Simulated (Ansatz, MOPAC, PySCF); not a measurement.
Breaking a bond: ClNa, singlet.

- UKS-PBE = unrestricted PBE/cc-pVDZ (Ansatz, an electronic-structure program)
- PM7, restricted, heats of formation (MOPAC)
- UKS-LDA (SVWN5)/6-31G* = unrestricted LDA (SVWN5)/6-31G*, spherical d in PySCF
- UHF/cc-pVDZ (Ansatz)

Energies are in kcal/mol, each relative to the lowest point of its own curve between 2.09 and 3.01 Å, where full CI is lowest.

```csv
R / Å,UKS-PBE,PM7,UKS-LDA (SVWN5)/6-31G*,UHF
1.92,30.3,63.3,[?],34.2
2.09,9.2,20.8,7.1,10.8
2.24,1.6,4.6,1.0,2.3
2.33,0.1,0.8,0.0,0.3
2.43,0.0,0.0,[?],0.0
2.56,1.7,2.5,2.8,1.5
2.62,2.9,4.4,4.3,2.7
2.69,4.6,[?],6.3,4.4
2.78,7.1,11.1,9.2,6.9
2.90,10.8,16.7,[?],10.7
3.01,14.3,21.8,17.0,14.3
3.18,19.9,29.2,[?],20.1
3.39,26.5,37.3,29.8,27.2
3.59,32.4,43.8,35.9,33.6
3.92,41.0,52.3,44.6,43.3
4.30,48.8,59.8,52.6,53.0
4.72,54.9,66.4,59.0,62.0
5.30,60.3,73.6,64.5,68.2
5.92,63.7,79.9,68.2,68.6
6.65,66.1,[?],70.8,68.7
7.72,68.2,92.8,73.0,68.7
9.11,69.7,99.4,74.6,68.7
```

### Question
Complete the blanks.

### Answer

- 1.92, UKS-LDA (SVWN5)/6-31G*: 25.8
- 2.43, UKS-LDA (SVWN5)/6-31G*: 0.5
- 2.69, PM7: 7.2
- 2.90, UKS-LDA (SVWN5)/6-31G*: 13.2
- 3.18, UKS-LDA (SVWN5)/6-31G*: 22.9
- 6.65, PM7: 85.9

The unrestricted determinant behind UKS-PBE is spin-contaminated at 4.30 to 9.11 Å (<S²> up to 0.6, against 0.00 for a pure singlet). The restricted form behind PM7 keeps the bonding electrons paired and can't separate into open-shell fragments. The unrestricted determinant behind UKS-LDA (SVWN5)/6-31G* is spin-contaminated at 4.30 to 9.11 Å (<S²> up to 0.5, against 0.00 for a pure singlet). The unrestricted determinant behind UHF is spin-contaminated at 5.30 to 9.11 Å (<S²> up to 1.0, against 0.00 for a pure singlet).
